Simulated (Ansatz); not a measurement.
# BH3 (singlet): wave-function methods side by side at scale of all distances = 0.889, cc-pVDZ

How much of the correlation energy of BH3 (singlet) does each wave-function method recover here?

Method: cc-pVDZ, core rule «outside noble gas», up to 1 orbitals frozen; program: Ansatz 0.2.0, Gaussian basis.

To be run: UHF; CCSD(T) on RHF; BCCD(T) on RHF; CISD; CCSDT(Q) on RHF; CCSDTQ on RHF; CASSCF and MRCISD+Q, 2 electrons in 2 orbitals; CASSCF and NEVPT2, 2 electrons in 2 orbitals; Full CI.

14 further runs of the same task are left out: 4 for a known fault of the program, 8 that didn't finish, 2 set aside as unsound or not needed.

## (1) What is computed

The geometry derives from a PBE0/def2-TZVP stationary point (not a proven minimum). All distances are scaled together.

4 atoms, charge 0, spin multiplicity 1.

Atoms are counted from 1 here; the program's logs count them from 0.

Bond lengths: B1–H2 1.061 Å, B1–H3 1.061 Å, B1–H4 1.061 Å. Angles: H2–B1–H3 120.0°, H2–B1–H4 120.0°, H3–B1–H4 120.0°.

In the tables R marks a restricted determinant and U an unrestricted one; 'pair' is the active space of 2 electrons in 2 orbitals; energies count from the table's Hartree-Fock row.

## (2) UHF

Contents of in.yaml:

```yaml
crystal:
  periodic: [false, false, false]
  atoms:
    - {symbol: B, position_ang: [0.000000, 0.000000, 0.000000]}
    - {symbol: H, position_ang: [1.060912, 0.012940, -0.000229]}
    - {symbol: H, position_ang: [-0.541663, 0.912303, -0.002522]}
    - {symbol: H, position_ang: [-0.519249, -0.925243, 0.002751]}
basis:
  gaussian: {orbitals: cc-pVDZ}
magnetization: {spin_polarized: true, initial_magnetization: 0}
hamiltonian: {xc: hf}
output: {orbitals: {seedname: orbitals}}
```

The run is started by

```bash
ansatz run in.yaml --threads 1 --pin off --events-out ev --progress --plain --max-ram 2393MiB
```

Output:

```text
Functional definition: HF
  name "HF"
  cite "Fock, Z. Phys. 61, 126 (1930) doi:10.1007/BF01340294"
  parent pbe
  exchange = exact_x
  correlation = 0
259 factors; integrals over basis functions are off by at most 1.0e-3 eV
mean field evaluation 1: about -716.8744 eV, gradient 6.7e0 eV
mean field evaluation 2: about -716.8739 eV, gradient 6.7e0 eV
mean field evaluation 4: about -717.2089 eV, gradient 9.8e-2 eV
mean field evaluation 8: about -717.2090 eV, gradient 5.9e-6 eV
mean field -717.20900778 eV, -26.3569448940 hartree, gradient 5.9e-6 eV, S^2 0.000000; 0 other end points of the search recorded, 0 dependent functions left out
reference -717.20900778 eV, -26.3569448940 hartree; 4, 4 occupied and 25, 25 virtual orbitals, 259 factors
Total energy: -717.20900778 eV, -26.3569448940 hartree
```

It took 0.09 s on 1 thread of Arm Neoverse V2, shared host.

From the report: ⟨S²⟩ of the determinant 0.000 (pure singlet: 0.00).

The unrestricted search falls back on the restricted solution.

## (3) CCSD(T) on RHF

Changes to in.yaml since step 2:

```diff
@@ -9,4 +9,4 @@
   gaussian: {orbitals: cc-pVDZ}
-magnetization: {spin_polarized: true, initial_magnetization: 0}
-hamiltonian: {xc: hf}
-output: {orbitals: {seedname: orbitals}}
+magnetization: {spin_polarized: false}
+correlation: {method: ccsd_t, electrons: outside_noble_gas}
+output: {forces: true}
```

Launched as before.

Output, shortened:

```text
Functional definition: HF
  name "HF"
  cite "Fock, Z. Phys. 61, 126 (1930) doi:10.1007/BF01340294"
  parent pbe
[...]
259 factors; integrals over basis functions are off by at most 1.0e-3 eV
[...]
mean field -717.20900778 eV, -26.3569448940 hartree, gradient 2.1e-6 eV, S^2 0.000000; 0 other end points of the search recorded, 0 dependent functions left out
1 core orbitals not correlated: weight in the atoms' cores, before any rotation towards them, 1.000 or more for the frozen orbitals, at most 0.000 for the correlated occupied ones
reference -717.20900778 eV, -26.3569448940 hartree; 3, 3 occupied and 25, 25 virtual orbitals, 259 factors
second order -2.45471211 eV of doubles, -0.00000000 eV of singles
cycle   1  -2.93124672 eV  change   -4.8e-1 eV  update   4.0e-2
[...]
cycle   8  -3.07796663 eV  change    2.8e-6 eV  update   1.0e-6
perturbative correction -0.03483675 eV, -0.0012802269 hartree
[...]
Total energy: -720.32181115 eV, -26.4713383082 hartree
Atom 0 at     0.000000     0.000000     0.000000 Å, force    -0.000001    -0.000000     0.000000 eV/Å
Atom 1 at     1.060912     0.012940    -0.000229 Å, force     5.187240     0.063269    -0.001120 eV/Å
Atom 2 at    -0.541663     0.912303    -0.002522 Å, force    -2.648415     4.460627    -0.012331 eV/Å
Atom 3 at    -0.519249    -0.925243     0.002751 Å, force    -2.538824    -4.523897     0.013451 eV/Å
Dipole moment:     0.000000     0.000000    -0.000000 e Å
```

It took 0.24 s on 1 thread of Arm Neoverse V2, shared host.

From the report: correlation -3.1128 eV; T1 0.004; largest double amplitude 0.04.

## (4) BCCD(T) on RHF

Changes to in.yaml since step 3:

```diff
@@ -10,3 +10,2 @@
 magnetization: {spin_polarized: false}
-correlation: {method: ccsd_t, electrons: outside_noble_gas}
-output: {forces: true}
+correlation: {method: bccd_t, electrons: outside_noble_gas}
```

Same command.

Output, shortened:

```text
Functional definition: HF
  name "HF"
  cite "Fock, Z. Phys. 61, 126 (1930) doi:10.1007/BF01340294"
  parent pbe
[...]
259 factors; integrals over basis functions are off by at most 1.0e-3 eV
[...]
mean field -717.20900778 eV, -26.3569448940 hartree, gradient 2.1e-6 eV, S^2 0.000000; 0 other end points of the search recorded, 0 dependent functions left out
1 core orbitals not correlated: weight in the atoms' cores, before any rotation towards them, 1.000 or more for the frozen orbitals, at most 0.000 for the correlated occupied ones
reference -717.20900778 eV, -26.3569448940 hartree; 3, 3 occupied and 25, 25 virtual orbitals, 259 factors
second order -2.45471211 eV of doubles, -0.00000000 eV of singles
cycle   1  -2.93252738 eV  change   -4.8e-1 eV  update   4.0e-2
[...]
cycle   8  -3.07723038 eV  change    2.9e-6 eV  update   1.1e-6
perturbative correction -0.03551130 eV, -0.0013050164 hartree
Total energy: -720.32174945 eV, -26.4713360408 hartree
```

Run time: 0.18 s. Hardware: 1 thread of Arm Neoverse V2, shared host.

From the report: correlation -3.1127 eV; largest double amplitude 0.04.

## (5) CISD

Changes to in.yaml since step 4:

```diff
@@ -9,3 +9,2 @@
   gaussian: {orbitals: cc-pVDZ}
-magnetization: {spin_polarized: false}
-correlation: {method: bccd_t, electrons: outside_noble_gas}
+correlation: {active_space: {ras: {orbitals: [3, 0, 25], electrons: 6, max_holes: 2, max_particles: 2}, fixed_orbitals: true}}
```

Launched as before.

Output:

```text
Functional definition: HF
  name "HF"
  cite "Fock, Z. Phys. 61, 126 (1930) doi:10.1007/BF01340294"
  parent pbe
  exchange = exact_x
  correlation = 0
259 factors; integrals over basis functions are off by at most 1.0e-3 eV
mean field evaluation 1: about -716.8744 eV, gradient 9.5e0 eV
mean field evaluation 2: about -716.8739 eV, gradient 9.5e0 eV
mean field evaluation 4: about -717.2089 eV, gradient 1.4e-1 eV
mean field evaluation 8: about -717.2090 eV, gradient 7.5e-5 eV
mean field -717.20900778 eV, -26.3569448940 hartree, gradient 2.1e-6 eV, S^2 0.000000; 0 other end points of the search recorded, 0 dependent functions left out
reference -717.20900778 eV, -26.3569448940 hartree; 4, 4 occupied and 25, 25 virtual orbitals, 259 factors
state -720.20419984 eV, -26.4670161721 hartree
Total energy: -720.20419984 eV, -26.4670161721 hartree
```

Run time: 0.45 s. Hardware: 1 thread of Arm Neoverse V2, shared host.

From the report: 2,272 determinants.

## (6) CCSDT(Q) on RHF

Changes to in.yaml since step 5:

```diff
@@ -9,2 +9,3 @@
   gaussian: {orbitals: cc-pVDZ}
-correlation: {active_space: {ras: {orbitals: [3, 0, 25], electrons: 6, max_holes: 2, max_particles: 2}, fixed_orbitals: true}}
+magnetization: {spin_polarized: false}
+correlation: {method: ccsdt_q, electrons: outside_noble_gas}
```

The command is unchanged.

Output, shortened:

```text
Functional definition: HF
  name "HF"
  cite "Fock, Z. Phys. 61, 126 (1930) doi:10.1007/BF01340294"
  parent pbe
[...]
527 factors; integrals over basis functions are off by at most 1.6e-7 eV
[...]
mean field -717.20901294 eV, -26.3569450839 hartree, gradient 2.1e-6 eV, S^2 0.000000; 0 other end points of the search recorded, 0 dependent functions left out
1 core orbitals not correlated: weight in the atoms' cores, before any rotation towards them, 1.000 or more for the frozen orbitals, at most 0.000 for the correlated occupied ones
reference -717.20901294 eV, -26.3569450839 hartree; 3, 3 occupied and 25, 25 virtual orbitals, 527 factors
second order -2.45472617 eV of doubles, -0.00000000 eV of singles
cycle   1  -2.93123450 eV  change   -4.8e-1 eV  update   4.3e-2
[...]
cycle  10  -3.12054345 eV  change   -2.9e-7 eV  update   2.5e-7
perturbative correction -0.00073402 eV, -0.0000269748 hartree
Total energy: -720.33029042 eV, -26.4716499154 hartree
```

It took 0.51 s on 1 thread of Arm Neoverse V2, shared host.

From the report: correlation -3.1213 eV; T1 0.004; largest double amplitude 0.04.

## (7) CCSDTQ on RHF

Changes to in.yaml since step 6:

```diff
@@ -10,2 +10,2 @@
 magnetization: {spin_polarized: false}
-correlation: {method: ccsdt_q, electrons: outside_noble_gas}
+correlation: {method: ccsdtq, electrons: outside_noble_gas}
```

Launched as before.

Output, shortened:

```text
Functional definition: HF
  name "HF"
  cite "Fock, Z. Phys. 61, 126 (1930) doi:10.1007/BF01340294"
  parent pbe
[...]
527 factors; integrals over basis functions are off by at most 1.6e-7 eV
[...]
mean field -717.20901294 eV, -26.3569450839 hartree, gradient 2.1e-6 eV, S^2 0.000000; 0 other end points of the search recorded, 0 dependent functions left out
1 core orbitals not correlated: weight in the atoms' cores, before any rotation towards them, 1.000 or more for the frozen orbitals, at most 0.000 for the correlated occupied ones
reference -717.20901294 eV, -26.3569450839 hartree; 3, 3 occupied and 25, 25 virtual orbitals, 527 factors
second order -2.45472617 eV of doubles, -0.00000000 eV of singles
cycle   1  -2.93123450 eV  change   -4.8e-1 eV  update   4.3e-2
[...]
cycle  10  -3.12141872 eV  change   -2.9e-7 eV  update   5.1e-7
Total energy: -720.33043166 eV, -26.4716551059 hartree
```

It took 4.9 s on 1 thread of Arm Neoverse V2, shared host.

From the report: correlation -3.1214 eV; T1 0.004; largest double amplitude 0.04.

## (8) CASSCF and MRCISD+Q, 2 electrons in 2 orbitals

Changes to in.yaml since step 7:

```diff
@@ -9,3 +9,2 @@
   gaussian: {orbitals: cc-pVDZ}
-magnetization: {spin_polarized: false}
-correlation: {method: ccsdtq, electrons: outside_noble_gas}
+correlation: {method: fic_mrcisd_q, electrons: outside_noble_gas, active_space: {window: {electrons: 2, orbitals: 2}}}
```

Same command.

Output, shortened:

```text
Functional definition: HF
  name "HF"
  cite "Fock, Z. Phys. 61, 126 (1930) doi:10.1007/BF01340294"
  parent pbe
[...]
259 factors; integrals over basis functions are off by at most 1.0e-3 eV
[...]
mean field -717.20900778 eV, -26.3569448940 hartree, gradient 2.1e-6 eV, S^2 0.000000; 0 other end points of the search recorded, 0 dependent functions left out
reference -717.20900778 eV, -26.3569448940 hartree; 4, 4 occupied and 25, 25 virtual orbitals, 259 factors
state -717.49946289 eV, -26.3676189225 hartree
contracted CI cycle   1: correlation 0.00000000 eV, 0.0000000000 hartree, residual 1.38e1 eV
contracted CI cycle   2: correlation -2.65550338 eV, -0.0975879492 hartree, residual 2.16e0 eV
contracted CI cycle   3: correlation -2.72077807 eV, -0.0999867499 hartree, residual 5.27e-1 eV
contracted CI cycle   4: correlation -2.72505728 eV, -0.1001440079 hartree, residual 1.41e-1 eV
contracted CI cycle   5: correlation -2.72537477 eV, -0.1001556753 hartree, residual 4.54e-2 eV
contracted CI cycle   6: correlation -2.72541189 eV, -0.1001570398 hartree, residual 1.83e-2 eV
contracted CI cycle   7: correlation -2.72541756 eV, -0.1001572481 hartree, residual 6.28e-3 eV
contracted CI cycle   8: correlation -2.72541822 eV, -0.1001572723 hartree, residual 1.94e-3 eV
contracted CI cycle   9: correlation -2.72541828 eV, -0.1001572745 hartree, residual 5.15e-4 eV
state -717.49946289 eV, -26.3676189225 hartree; corrected -720.35024093 eV, -26.4723830833 hartree
Total energy: -720.35024093 eV, -26.4723830833 hartree
```

It took 0.27 s on 1 thread of Arm Neoverse V2, shared host.

From the report: 4 determinants; active occupations 1.99, 0.01.

## (9) CASSCF and NEVPT2, 2 electrons in 2 orbitals

Changes to in.yaml since step 8:

```diff
@@ -9,2 +9,2 @@
   gaussian: {orbitals: cc-pVDZ}
-correlation: {method: fic_mrcisd_q, electrons: outside_noble_gas, active_space: {window: {electrons: 2, orbitals: 2}}}
+correlation: {method: sc_nevpt2, electrons: outside_noble_gas, active_space: {window: {electrons: 2, orbitals: 2}}}
```

Same command.

Output:

```text
Functional definition: HF
  name "HF"
  cite "Fock, Z. Phys. 61, 126 (1930) doi:10.1007/BF01340294"
  parent pbe
  exchange = exact_x
  correlation = 0
259 factors; integrals over basis functions are off by at most 1.0e-3 eV
mean field evaluation 1: about -716.8744 eV, gradient 9.5e0 eV
mean field evaluation 2: about -716.8739 eV, gradient 9.5e0 eV
mean field evaluation 4: about -717.2089 eV, gradient 1.4e-1 eV
mean field evaluation 8: about -717.2090 eV, gradient 7.5e-5 eV
mean field -717.20900778 eV, -26.3569448940 hartree, gradient 2.1e-6 eV, S^2 0.000000; 0 other end points of the search recorded, 0 dependent functions left out
reference -717.20900778 eV, -26.3569448940 hartree; 4, 4 occupied and 25, 25 virtual orbitals, 259 factors
state -717.49946289 eV, -26.3676189225 hartree
state -717.49946289 eV, -26.3676189225 hartree; corrected -719.62792237 eV, -26.4458383659 hartree
Total energy: -719.62792237 eV, -26.4458383659 hartree
```

Run time: 0.18 s. Hardware: 1 thread of Arm Neoverse V2, shared host.

From the report: 4 determinants; active occupations 1.99, 0.01.

## (10) Full CI

Changes to in.yaml since step 9:

```diff
@@ -9,2 +9,2 @@
   gaussian: {orbitals: cc-pVDZ}
-correlation: {method: sc_nevpt2, electrons: outside_noble_gas, active_space: {window: {electrons: 2, orbitals: 2}}}
+correlation: {method: fci, electrons: outside_noble_gas}
```

The command is unchanged.

Output:

```text
Functional definition: HF
  name "HF"
  cite "Fock, Z. Phys. 61, 126 (1930) doi:10.1007/BF01340294"
  parent pbe
  exchange = exact_x
  correlation = 0
527 factors; integrals over basis functions are off by at most 1.6e-7 eV
mean field evaluation 1: about -716.8744 eV, gradient 9.5e0 eV
mean field evaluation 2: about -716.8739 eV, gradient 9.5e0 eV
mean field evaluation 4: about -717.2089 eV, gradient 1.4e-1 eV
mean field evaluation 8: about -717.2090 eV, gradient 7.4e-5 eV
mean field -717.20901294 eV, -26.3569450839 hartree, gradient 2.1e-6 eV, S^2 0.000000; 0 other end points of the search recorded, 0 dependent functions left out
1 core orbitals not correlated: weight in the atoms' cores, before any rotation towards them, 1.000 or more for the frozen orbitals, at most 0.000 for the correlated occupied ones
reference -717.20901294 eV, -26.3569450839 hartree; 3, 3 occupied and 25, 25 virtual orbitals, 527 factors
state -720.33044163 eV, -26.4716554725 hartree
Total energy: -720.33044163 eV, -26.4716554725 hartree
```

It took 6 s on 1 thread of Arm Neoverse V2, shared host; peak memory 0.3 GiB.

From the report: 2,701,046 determinants, symmetry A1.

## (11) How many determinants matter

Natural occupations of the FCI state about the gap (report; correlated orbitals 1 to 10): 1.967, 1.962, 1.962, 0.016, 0.015, 0.015, 0.012, 0.009, 0.009, 0.007. The count of effectively unpaired electrons, Σ n²(2 − n)², is 0.02; a single determinant of this spin has 0.

## (12) The ladder

The yardstick is full CI for this spin, exact in this basis with these frozen cores. Rows without a time come out of other runs: HF, MP2 and CCSD of CCSD(T), CCSDT of CCSDT(Q), CASSCF and MRCISD of the multireference runs. The times of RCCSD(T) include forces.

Differences are taken before rounding.

```
       method  energy from the lowest RHF (kJ/mol)  from FCI (kJ/mol)    time
          RHF                                  0.0             +301.2        
         RMP2                               -236.8              +64.3        
         CISD                               -289.0              +12.2  0.45 s
        RCCSD                               -297.0               +4.2        
     RCCSD(T)                               -300.3               +0.8  0.24 s
      BCCD(T)                               -300.3               +0.8  0.18 s
       RCCSDT                               -301.1               +0.1        
    RCCSDT(Q)                               -301.2                0.0  0.51 s
      RCCSDTQ                               -301.2                0.0   4.9 s
  CASSCF pair                                -28.0             +273.1        
  NEVPT2 pair                               -233.4              +67.8  0.18 s
  MRCISD pair                               -291.0              +10.2        
MRCISD+Q pair                               -303.1               -1.9  0.27 s
          FCI                               -301.2                  0     6 s
```

Among the levels timed on like hardware and quicker than the yardstick, those that no quicker one beats, quickest first: BCCD(T) (0.18 s, +0.8 kJ/mol); RCCSD(T) (0.24 s, +0.8 kJ/mol); RCCSDT(Q) (0.51 s, 0.0 kJ/mol); RCCSDTQ (4.9 s, 0.0 kJ/mol). Runs this short are mostly start-up, so their order is noise.

## (13) Summary of results

| quantity | value |
| --- | --- |
| FCI below the RHF energy | -3.1214 eV |
| RMP2 from FCI | +64.3 kJ/mol |
| RCCSD from FCI | +4.2 kJ/mol |
| RCCSD(T) from FCI | +0.8 kJ/mol |
| RCCSDT(Q) from FCI | 0.0 kJ/mol |
| NEVPT2 pair from FCI | +67.8 kJ/mol |
| MRCISD+Q pair from FCI | -1.9 kJ/mol |
| levels within 1 kcal/mol (43 meV) | RCCSD(T), BCCD(T), RCCSDT, RCCSDT(Q), RCCSDTQ, MRCISD+Q pair |
| T1 diagnostic | 0.004 |
| effectively unpaired electrons | 0.02 |

What this shows: RCCSD(T) misses by +0.8 kJ/mol, 0.3 % of the correlation energy. MRCISD+Q pair falls below full CI: the +Q correction isn't variational, and the cores differ from full CI's. One determinant dominates. Of the multireference levels listed MRCISD+Q pair comes nearest in total energy (-1.9 kJ/mol), which doesn't show that its space is the better one. These misses are within one basis, not against nature.
